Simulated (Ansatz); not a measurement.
# BH4N: the cost of one run

All numbers below are computed with Ansatz 0.2.0 (RKS PBE0-D4/def2-SVP).

## 1. The starting structure

Bond lengths: B1–N2 1.550 Å, N2–H3 1.060 Å, N2–H4 1.060 Å, B1–H5 1.190 Å, B1–H6 1.190 Å. Angles: B1–N2–H3 120.0°, B1–N2–H4 120.0°, H3–N2–H4 120.0°, N2–B1–H5 120.0°, N2–B1–H6 120.0°, H5–B1–H6 120.0°.

Coordinates:

```xyz
6

B     0.0000    0.0000    0.0000
N     0.0000    0.0000    1.5500
H    -0.8770   -0.2713    2.0800
H     0.8770    0.2713    2.0800
H     1.0305    0.0000   -0.5950
H    -1.0305    0.0000   -0.5950
```

## 2. Preparing the start

File input.yaml:

```yaml
crystal:
  periodic: [false, false, false]
  atoms:
    - { symbol: B, position_ang: [0.0, 0.0, 0.0] }
    - { symbol: "N", position_ang: [0.0, 0.0, 1.55] }
    - { symbol: H, position_ang: [-0.877, -0.2713, 2.08] }
    - { symbol: H, position_ang: [0.877, 0.2713, 2.08] }
    - { symbol: H, position_ang: [1.0305, 0.0, -0.595] }
    - { symbol: H, position_ang: [-1.0305, 0.0, -0.595] }
basis:
  gaussian: { orbitals: def2-SVP }
hamiltonian:
  xc: pbe0
  dispersion: d4
relax:
  f_tol: 0.02
  max_steps: 40
```

Started as:

```sh
$ ansatz run input.yaml --threads 1 --pin off --max-ram 2048MiB --backend cpu --events-out ev --progress --plain --runs-dir out
```

Q: Estimate wall time and peak memory on 1 thread of Arm Neoverse V2, shared host.

About 5.3 s, with a peak of 0.1 GiB.
